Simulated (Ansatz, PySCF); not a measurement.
This Ansatz (a quantum-chemistry and plane-wave program) input computes a r2SCAN/def2-TZVPD energy:

Ansatz 0.2 input:
```yaml
crystal:
  periodic: [false, false, false]
  atoms:
    - {symbol: C, position_ang: [0.00080378, -0.02177211, 0.41324146]}
    - {symbol: C, position_ang: [-0.00024699, -0.78565312, -0.85206570]}
    - {symbol: C, position_ang: [-0.00289049, 0.75882242, -0.86330175]}
    - {symbol: C, position_ang: [0.00340449, -0.09814573, 1.74489492]}
    - {symbol: H, position_ang: [-0.90817693, -1.28775662, -1.19152984]}
    - {symbol: H, position_ang: [0.90811688, -1.28467239, -1.19490016]}
    - {symbol: H, position_ang: [0.90395000, 1.25679477, -1.21086112]}
    - {symbol: H, position_ang: [-0.91270055, 1.25370994, -1.20749014]}
    - {symbol: H, position_ang: [0.00238584, 0.94241549, 2.14816769]}
basis:
  gaussian:
    orbitals: def2-TZVPD
hamiltonian:
  xc: {name: r2SCAN}
total_charge: -1
output: {forces: true}
```

Task: Write an input for the same energy in PySCF and say what it gives.

Result: 
```python
from pyscf import gto, scf, dft

mol = gto.M(
    atom='''
    C     0.00080378   -0.02177211    0.41324146
    C    -0.00024699   -0.78565312   -0.85206570
    C    -0.00289049    0.75882242   -0.86330175
    C     0.00340449   -0.09814573    1.74489492
    H    -0.90817693   -1.28775662   -1.19152984
    H     0.90811688   -1.28467239   -1.19490016
    H     0.90395000    1.25679477   -1.21086112
    H    -0.91270055    1.25370994   -1.20749014
    H     0.00238584    0.94241549    2.14816769
    ''',
    basis='def2-tzvpd',
    charge=-1,
    spin=0,
    verbose=4,
)

mf = dft.RKS(mol, xc='r2scan').density_fit(auxbasis='def2-universal-jkfit')
mf.grids.level = 4
mf.conv_tol = 1e-9
mf.max_cycle = 100
mf.max_memory = 1500
mf.kernel()
if not mf.converged:
    mf = mf.newton()
    mf.kernel(mf.make_rdm1())
mf.analyze()
```
It gives -155.26186 Eh, and Ansatz -155.26180 Eh, a difference of 0.06 mEh, from the treatment of integrals and grids.

It need not be the lowest isomer of its formula. Whether it binds its extra electron was not tested at this geometry.
